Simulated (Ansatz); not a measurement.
Single points on the cluster Li3H3⁻.

```yaml
crystal:
  periodic: [false, false, false]
  atoms:
    - {symbol: Li, position_ang: [-0.412807, 0.842402, 0.008751]}
    - {symbol: Li, position_ang: [1.938046, 0.047418, -0.006785]}
    - {symbol: Li, position_ang: [-1.223364, -1.504557, 0.005527]}
    - {symbol: H, position_ang: [-1.983059, 0.079196, -0.001494]}
    - {symbol: H, position_ang: [1.151247, 1.615710, -0.018877]}
    - {symbol: H, position_ang: [0.529926, -1.080169, 0.012877]}
basis:
  gaussian: {orbitals: "def2-TZVPPD.json", initial_orbitals: start.molden}
total_charge: -1
magnetization: {spin_polarized: true, initial_magnetization: 1}
correlation: {method: ccsd_t}
scf: {omitted_lower_state_checks: [starts, cluster_reference]}
output: {orbitals: {seedname: orbitals}}
```

The file start.molden holds the orbitals of an earlier run on this structure, at another level or in another basis.

```sh
$ ansatz run in.yaml --threads 4 --pin off --events-out ev --progress --plain --max-ram 3916MiB
```

Output, abridged:

```
Functional definition: HF
795 factors; integrals over basis functions are off by at most 1.7e-3 eV
mean field evaluation 1: about -655.0459 eV, gradient 8.8e0 eV
mean field evaluation 2: about -655.2906 eV, gradient 3.4e-1 eV
mean field evaluation 4: about -655.3061 eV, gradient 5.3e-2 eV
mean field evaluation 8: about -655.3261 eV, gradient 5.7e-2 eV
mean field -655.32625535 eV, -24.0827956881 hartree, gradient 3.0e-6 eV, S^2 0.750173; 0 other end points of the search recorded, 0 dependent functions left out
reference -655.32625535 eV, -24.0827956881 hartree; 7, 6 occupied and 110, 111 virtual orbitals, 795 factors
second order -4.98314852 eV of doubles, -0.00000000 eV of singles
cycle   1  -5.74986947 eV  change   -7.7e-1 eV  update   6.0e-2
cycle   2  -6.00657611 eV  change   -2.6e-1 eV  update   2.6e-2
cycle   3  -6.00317758 eV  change    3.4e-3 eV  update   1.5e-2
cycle   4  -6.00325486 eV  change   -7.7e-5 eV  update   1.3e-2
cycle   5  -6.00697654 eV  change   -3.7e-3 eV  update   1.2e-2
cycle   6  -6.00881857 eV  change   -1.8e-3 eV  update   1.1e-2
cycle   7  -6.01137743 eV  change   -2.6e-3 eV  update   1.0e-2
cycle   8  -6.01824846 eV  change   -6.9e-3 eV  update   7.4e-3
cycle   9  -6.02191719 eV  change   -3.7e-3 eV  update   3.6e-3
cycle  10  -6.02178452 eV  change    1.3e-4 eV  update   1.3e-3
cycle  11  -6.02155889 eV  change    2.3e-4 eV  update   6.5e-4
cycle  12  -6.02183637 eV  change   -2.8e-4 eV  update   4.0e-4
cycle  13  -6.02183086 eV  change    5.5e-6 eV  update   1.8e-4
cycle  14  -6.02178943 eV  change    4.1e-5 eV  update   1.2e-4
cycle  15  -6.02181051 eV  change   -2.1e-5 eV  update   8.1e-5
cycle  16  -6.02182618 eV  change   -1.6e-5 eV  update   6.6e-5
cycle  17  -6.02181699 eV  change    9.2e-6 eV  update   4.8e-5
cycle  18  -6.02180636 eV  change    1.1e-5 eV  update   3.3e-5
cycle  19  -6.02180102 eV  change    5.3e-6 eV  update   2.0e-5
cycle  20  -6.02180505 eV  change   -4.0e-6 eV  update   9.4e-6
perturbative correction -0.04515441 eV, -0.0016593938 hartree
Total energy: -661.39321481 eV, -24.3057523357 hartree
Checks for a lower state left out: starts, cluster_reference
```

Hardware: 4 threads of Arm Neoverse V1 on a shared host. Wall time 11 s, peak host memory 1.1 GiB.

First input, but with `gaussian: {orbitals: def2-TZVPD, initial_orbitals: start.molden}`, `hamiltonian: {xc: hse06, dispersion: d4}`, `scf: {omitted_lower_state_checks: [starts]}` and without the key `correlation` (abridged; 0.95 s):

```
Functional definition: HSE06
mean field -661.08684941 eV, -24.2944936149 hartree, gradient 2.5e-5 eV, S^2 0.750202
Total energy: -661.27417551 eV, -24.3013777222 hartree
Checks for a lower state left out: starts
```

First input, but with `gaussian: {orbitals: def2-TZVPD, initial_orbitals: start.molden}`, `hamiltonian: {xc: r2scan, dispersion: d4}`, `scf: {omitted_lower_state_checks: [starts]}` and without the key `correlation` (abridged; 1.6 s):

```
Functional definition: r2SCAN
mean field -662.37161188 eV, -24.3417077649 hartree, gradient 8.2e-6 eV, S^2 0.750444
Total energy: -662.43813980 eV, -24.3441526211 hartree
Checks for a lower state left out: starts
```

As the first input, with `gaussian: {orbitals: def2-TZVPD, initial_orbitals: start.molden}`, `hamiltonian: {xc: {name: LC-wPBE}}`, `scf: {omitted_lower_state_checks: [starts]}` and without the key `correlation` (abridged; 1.6 s):

```
Functional definition: LC-wPBE
mean field evaluation 16: about -661.9881 eV, gradient 2.4e-5 eV
mean field -661.98806251 eV, -24.3276125857 hartree, gradient 2.4e-5 eV, S^2 0.750077
Total energy: -661.98806252 eV, -24.3276125860 hartree
Checks for a lower state left out: starts
```

The first input with `gaussian: {orbitals: def2-TZVPD, initial_orbitals: start.molden}`, `hamiltonian: {xc: pbe0, dispersion: d4}`, `scf: {omitted_lower_state_checks: [starts]}` and without the key `correlation` (abridged; 0.95 s):

```
Functional definition: PBE0
mean field -661.17554634 eV, -24.2977531670 hartree, gradient 7.6e-6 eV, S^2 0.750223
Total energy: -661.37774762 eV, -24.3051839270 hartree
Checks for a lower state left out: starts
```

The first input with `gaussian: {orbitals: def2-TZVPD, initial_orbitals: start.molden}`, `hamiltonian: {xc: pbe, dispersion: d4}`, `scf: {omitted_lower_state_checks: [starts]}`, `output: {forces: true, orbitals: {seedname: orbitals}}` and without the key `correlation` (abridged; 0.95 s):

```
Functional definition: PBE
mean field -660.76702533 eV, -24.2827402968 hartree, gradient 1.3e-5 eV, S^2 0.750280
Total energy: -661.00417098 eV, -24.2914552387 hartree
Atom 0 force     0.019189    -0.047770    -0.010250 eV/Å
Atom 1 force    -0.056229    -0.122882    -0.004163 eV/Å
Atom 2 force     0.129667    -0.024531    -0.002802 eV/Å
Atom 3 force    -0.054896    -0.016389     0.005429 eV/Å
Atom 4 force     0.046642     0.039209     0.006937 eV/Å
Atom 5 force    -0.084373     0.172363     0.004848 eV/Å
Dipole moment:    -0.413993     0.846635     0.016915 e Å
Checks for a lower state left out: starts
```

Geometry: PBE-D4/def2-TZVPD.

LC-ωPBE has ω = 0.4 bohr⁻¹. HSE06 is defined as in plane-wave codes, on full-range PBE exchange. Correlated methods freeze no core orbitals; core or outer-core shells of Li are correlated, in sets that lack core-valence functions. At CCSD(T)/def2-TZVPPD T1 of the charge -1 doublet is large (up to 0.106), so the single-reference result is doubtful. At CCSD(T)/def2-TZVPPD, HSE06-D4/def2-TZVPD, r2SCAN-D4/def2-TZVPD, LC-ωPBE/def2-TZVPD and others the highest occupied level of the charge -1 doublet lies above zero (up to 1.17 eV). It is a level of α spin, whose loss leaves a singlet; that state wasn't run at this geometry and level. The electron is either unbound and held by the finite basis, or the level is raised by self-interaction error. At HSE06-D4/def2-TZVPD, r2SCAN-D4/def2-TZVPD, PBE-D4/def2-TZVPD the gap within one spin of the charge -1 doublet nearly closes, so an electron or hole may be smeared out by delocalisation error. The geometry of the doublet was relaxed on an unsound state (an occupied level 0.02 eV above an empty one). Another isomer (doublet) lies 0.05 eV lower at PBE0-D4/def2-TZVPD; other spin states weren't run for this one.
